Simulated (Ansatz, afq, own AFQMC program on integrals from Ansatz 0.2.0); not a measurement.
Integrals from Ansatz 0.2.0, then the random walk in our own AFQMC program (afq).

```yaml
crystal:
  periodic: [false, false, false]
  atoms:
    - {symbol: C, position_ang: [0.000000, -0.094074, 0.082936]}
    - {symbol: H, position_ang: [0.000000, 0.800594, -2.067369]}
    - {symbol: H, position_ang: [0.000000, 0.320394, 1.079097]}
basis:
  gaussian: {orbitals: cc-pVDZ}
magnetization: {spin_polarized: true, initial_magnetization: 2}
correlation: {method: ccsd_t, electrons: outside_noble_gas, hamiltonian_folder: ham}
```

```sh
$ ansatz run in.yaml --threads 1 --pin off --events-out ev --progress --plain --max-ram 1382MiB
```

Options of the walk:

```
--method phaseless --trial mp1 --walkers 10 --populations 1 --least-time 40 --time-step 0.05 --steps-per-block 5 --equilibration-blocks 200 --max-blocks 1200 --target-error 0.00116 --factor-cut 0.0001 --start determinant --seed 384 --taylor-order 1
```

Times are imaginary, in 1/Eh. The walk had a cap of 90 s.

```
orbitals 23  electrons 4 2  factors 124 of 220
reference energy -38.77792408 Eh
CCSD correlation -0.10256243 Eh in 21 cycles, weight of the determinant in the CISD state 0.8483
energy of the start -38.850960 Eh
 block  time / (1/Eh)  mean weight  energy / Eh
     1     0.250  2.3907  -38.859703
     2     0.500  2.4439  -38.868977
     3     0.750  2.1834  -38.861890
     4     1.000  2.0254  -38.865574
     5     1.250  1.8858  -38.869357
     7     1.750  1.8423  -38.868067
     9     2.250  1.6100  -38.867498
    19     4.750  1.2976  -38.878572
    37     9.250  0.9984  -38.871428
    46    11.500  1.0175  -38.865206
    55    13.750  1.0649  -38.866419
    73    18.250  1.0555  -38.877339
    91    22.750  0.9383  -38.879593
   109    27.250  0.9718  -38.873447
   127    31.750  1.1011  -38.875559
   145    36.250  1.0037  -38.867573
   163    40.750  1.0767  -38.876747
   181    45.250  0.9617  -38.869061
   199    49.750  0.9764  -38.868546
   217    54.250  1.0921  -38.878604
   235    58.750  1.1437  -38.878727
   253    63.250  0.9507  -38.882859
   271    67.750  1.0048  -38.871151
   289    72.250  1.0012  -38.878351
   307    76.750  0.9267  -38.879125
   316    79.000  0.9947  -38.949307
   325    81.250  1.1351  -38.871785
   343    85.750  1.0097  -38.873340
   361    90.250  0.9729  -38.879129
   379    94.750  0.9619  -38.881037
blocks merged  error / Eh  count
     1  0.000718  180
     2  0.000879  90
     4  0.001065  45
     8  0.001143  22
    16  0.001149  11
energy -38.878579 +/- 0.001143 Eh
(rows thinned)
```

The run passed its tests (sampling time, drift between the halves within three errors, error under three times the target), which doesn't prove that it has relaxed.

Against this walk (error 31.1 meV) on the same determinant: CCSD(T) 148.2 meV lower, CCSDT(Q) 241.6 meV lower, full CI 242.5 meV lower, a separate phaseless walk with a CISD trial and standard settings 149.8 ± 31.7 meV lower. The error is statistical and leaves out the bias of the constraint. The determinant has ⟨S²⟩ = 2.36, so the low cluster orders mix in higher spin, and so can this walk.

A setting was made bad on purpose (series of the exponential too short), so the walk's energy isn't to be trusted.

Cautions: constraint bias not in the error; lower spins were not checked; an unrestricted solution with more broken spin lies lower (210 meV, ⟨S²⟩ 2.89); strong correlation (T1 0.058, weight of the determinant 0.85, largest double 0.16); unrestricted determinant spin contaminated (⟨S²⟩ 2.36 against 2.00); so few walkers bias the energy; the time-step error isn't removed.

CCSDT and higher add their correlation energy to the determinant of the CCSD(T) run, since their own runs factorise the integrals more tightly (a shift of under 2 meV). A walk keeps the symmetry of its determinant, which the program's search chose and which needn't be the lowest solution, so a lower state of the same spin and another symmetry isn't excluded.
